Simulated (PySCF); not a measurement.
**Electric properties by functional and basis**

Species: C4H6S.
Geometry (PBE0-D3(BJ)/def2-SVP, Å), atoms numbered from 1 in this order:
```
atom  x, y, z in Å
C1    -0.6237    0.8287   -0.2854
C2     0.6593    0.8466    0.0767
C3     1.2814   -0.4682    0.4248
S4    -0.0381   -1.7194    0.2195
C5    -1.3019   -0.5042   -0.3032
H6    -1.1792    1.7298   -0.5615
H7     1.2535    1.7639    0.1249
H8     1.6573   -0.4811    1.4621
H9     2.1341   -0.7042   -0.2348
H10   -2.1634   -0.5336    0.3858
H11   -1.6793   -0.7574   -1.3088
```

PySCF, dipoles from the SCF density, polarisabilities from static response with core orbitals frozen. Geometry: PBE0-D3(BJ)/def2-SVP; no solvent, vibrations or thermal averaging.

Reference dipole: 1.750 D (measured, gas; NIST CCCBDB Release 22 (SRD 101), experimental dipoles). The anisotropy is √(½[(α1 − α2)² + (α2 − α3)² + (α3 − α1)²]).

```csv
level,μ (D),error (%),α (Å³),anisotropy (Å³)
LDA/def2-SVPD,1.808,+3.3,10.01,3.56
PBE/def2-SVPD,1.804,+3.1,9.92,3.54
B3LYP/def2-SVPD,1.806,+3.2,9.72,3.47
PBE0/def2-SVPD,1.853,+5.9,9.61,3.44
BHandHLYP/def2-SVPD,1.855,+6.0,9.46,3.41
CAM-B3LYP/def2-SVPD,1.830,+4.6,9.57,3.39
wB97X-D/def2-SVPD,1.873,+7.0,9.54,3.35
LC-wPBE/def2-SVPD,1.890,+8.0,9.29,3.29
HF/def2-SVPD,1.961,+12.0,9.27,3.36
PBE0/6-31G*,2.013,+15.0,7.87,4.22
PBE0/def2-SVP,1.817,+3.8,7.96,4.28
PBE0/6-31+G*,1.970,+12.6,9.00,3.33
PBE0/aug-cc-pVDZ,1.824,+4.2,9.78,3.53
PBE0/def2-TZVP,1.785,+2.0,9.14,4.06
PBE0/def2-TZVPD,1.780,+1.7,9.82,3.51
```

For the dipole, the smallest error is 1.7% (PBE0/def2-TZVPD) and the largest 15.0% (PBE0/6-31G*). The dipole runs from 1.78 D (PBE0/def2-TZVPD) to 2.01 D (PBE0/6-31G*). No reference polarisability is at hand; against PBE0 in the largest diffuse basis at hand (def2-TZVPD) the other PBE0 rows deviate by 6-31G* -20%, def2-SVP -19%, 6-31+G* -8%, def2-SVPD -2%, aug-cc-pVDZ 0%, def2-TZVP -7%. In one basis (def2-SVPD) the functionals order the polarisability from HF (lowest) to LDA (highest), a spread of 8%. With PBE0 the polarisability is 8.32 Å³ without diffuse functions (mean of 6-31G*, def2-SVP and def2-TZVP) and 9.56 Å³ with them (mean of 6-31+G*, def2-SVPD, aug-cc-pVDZ and def2-TZVPD). Measured values can belong to vibrating molecules; the computed ones are for one fixed geometry.
